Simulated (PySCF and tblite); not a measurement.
The numbers below are computed, except where a source is named.
C₅H₉F, numbered as in [CH3:1]/[CH:2]=[CH:3]\[C@H:4]([CH3:5])[F:6].

The ensemble was built from 60 distance-geometry starts (ETKDG and KDG, MMFF94s, GFN2-xTB) and rests on GFN2-xTB geometries. Energies: r2SCAN-D3(BJ)/def2-TZVP (IEF-PCM, dimethylsulfoxide), with GFN2-xTB thermal terms (modes under about 100 cm⁻¹ blended into free rotors). Symmetry numbers and mirror images are counted. Conformers within 2.5 kcal/mol (GFN2-xTB free energy) were kept, 5 at most. (PySCF 2.14, tblite 0.8.)

Rotational constants are equilibrium values for the commonest isotopes; dipoles come from the energy level named and are polarised by its solvent model.

Torsions listed: C2–C3–C4–F6.

```
conformer  shape  symmetry
        1   155°        C1
        2   -42°        C1
```

Problem. Give the rotational constants and dipole components.

Solution. 
```tsv
conformer	A (MHz)	B (MHz)	C (MHz)	abs μa (D)	abs μb (D)	abs μc (D)	κ	Ic−Ia−Ib (u Å²)
1	6259	2105	1826	2.25	1.64	0.04	-0.87	-44.1
2	5077	2561	2335	0.10	1.87	0.62	-0.84	-80.5
```

Problem. Which type of transition is strongest for conformer 1?

Solution. a-type, since that component is clearly the largest; the top is near-prolate.
